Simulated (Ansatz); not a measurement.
Al₃⁻, relaxed as a triplet with UKS r2SCAN-D4/def2-TZVPD in Ansatz, starting from the r2SCAN-D4/def2-TZVPD geometry of the charge -1 singlet. Force threshold 0.02 eV/Å.

The highest occupied level of the charge -1 triplet lies above zero (up to 0.43 eV). The electron is either unbound and held by the finite basis, or the level is raised by self-interaction error. At r2SCAN-D4/def2-TZVPD a singlet of charge -1 lies 0.08 eV below the triplet, each at its own geometry. The structure comes from a short search, and lower isomers may exist.

Start:

```xyz
3

Al    0.648    0.403    1.221
Al    0.358   -1.246   -0.631
Al   -1.006    0.843   -0.591
```

Q: Estimate the energy that the relaxation releases and the steps that it takes.

A: 4.7 kJ/mol, in 4 steps; 14 s on 4 threads of Arm Neoverse V2 on a shared host. The force fell under the threshold at step 3, but the optimiser went on. No frequencies were taken in this run, so the end may be a saddle point.

Q: Does the start keep its bonding and symmetry?

A: By distances, no bond broke or formed. The bond that changes most is Al1–Al2, from 2.50 to 2.66 Å (atoms count from 1). Point group D3h at the start, C2v at the end, both within 0.05 Å.

Q: Predict the relaxed structure.

A: 
```xyz
3

Al    0.6470    0.4667    1.2765
Al    0.3373   -1.2907   -0.6982
Al   -0.9843    0.8240   -0.5783
```
Bond lengths (bridged metal pairs left out): 3 × Al–Al 2.50 to 2.66 Å.
